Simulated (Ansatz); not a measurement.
Diamond, treated with PBE (PAW; Ansatz, an electronic-structure program).

The same calculation (at the measured cell, 5.673 Å³/atom) with different numerical settings:

```csv
run,k mesh,gap on the mesh (eV),total energy (eV/atom),rough time
1,4×4×4,4.439,-250.7448,under 3 core-s
2,6×6×6,4.161,-250.8064,under 3 core-s
3,8×8×8,4.142,-250.8107,under 3 core-s
4,12×12×12,4.162,-250.8111,under 3 core-s
5,16×16×16,4.142,-250.8111,under 3 core-s
6,20×20×20,4.143,-250.8111,under 3 core-s
```

In the column total energy (eV/atom) the first row differs from the last by +0.0663 and the next to last by 0.0000.

The last row is no converged limit: other settings stay fixed.
